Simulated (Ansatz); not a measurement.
# Worked example: correlation energy of H$_{3}$Si–Si⁺, triplet

Geometry: that of the H3Si–Si, doublet, kept fixed.

```yaml
atoms:
  - { symbol: Si, position_ang: [0.0051, 0.0000, 1.0965] }
  - { symbol: Si, position_ang: [0.0071, 0.0000, -1.2715] }
  - { symbol: H, position_ang: [0.5687, 1.2062, 1.7682] }
  - { symbol: H, position_ang: [-1.4762, 0.0000, 1.3384] }
  - { symbol: H, position_ang: [0.5687, -1.2062, 1.7682] }
```

Basis cc-pVDZ; Ansatz 0.2.0. Correlated methods freeze the noble-gas cores, which leaves 10 electrons in 41 orbitals. Prefix R: restricted or restricted open-shell reference; prefix U: unrestricted.

Full CI isn't at hand for all of this; UCCSDT(Q) serves as the reference, and is uncertain by about the last step of the cluster series.

Runs differ by some tens of microhartree through their thresholds and, for an open shell, their frozen cores, so steps under 0.03 kcal/mol mean nothing.

```json
{"level": "UHF", "total energy (hartree)": "-579.235721"}
{"level": "UMP2", "total energy (hartree)": "-579.376450"}
{"level": "UCCSD", "total energy (hartree)": "-579.417971"}
{"level": "UCCSD(T)", "total energy (hartree)": "-579.422841"}
{"level": "UCCSDT", "total energy (hartree)": "-579.424159"}
{"level": "UCCSDT(Q)", "total energy (hartree)": "-579.424379"}
```

Task: What is the correlation energy at UCCSDT(Q), and what share of it do UMP2 and UCCSD(T) recover?

Result: E(corr) = -579.424379 − (-579.235721) = -0.188658 hartree = -5.134 eV. UMP2: -0.140729 / -0.188658 = 74.59 %. UCCSD(T): -0.187120 / -0.188658 = 99.18 %.

Task: By how many kcal/mol does UCCSD(T) miss UCCSDT(Q) (1 hartree = 627.509 kcal/mol), and which steps make up the rest?

Result: -579.422841 − (-579.424379) = 0.001538 hartree = 0.97 kcal/mol. Steps: UCCSDT − UCCSD(T) = -0.83, UCCSDT(Q) − UCCSDT = -0.14 kcal/mol. Differences between like states or geometries often cancel part of this.
